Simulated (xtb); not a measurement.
Harmonic IR lines of one isomer of C$_{4}$H$_{8}$, unscaled. All values below come from GFN2-xTB (xtb 6.7.1).

wavenumber (cm⁻¹): 825 (w), 894 (w), 901 (w), 981 (w), 1023 (m), 1087 (vw), 1282 (vw), 1501 (w), 1722 (m), 2948 (s), 2986 (m), 3031 (vs), 3039 (m), 3050 (s), 3096 (m), 3122 (s)

Name which structure gives these lines.
(A) `C/C=C\C`
(B) `C=CCC`
(C) `CC1CC1`
(D) `C1CCC1`

B, `C=CCC`
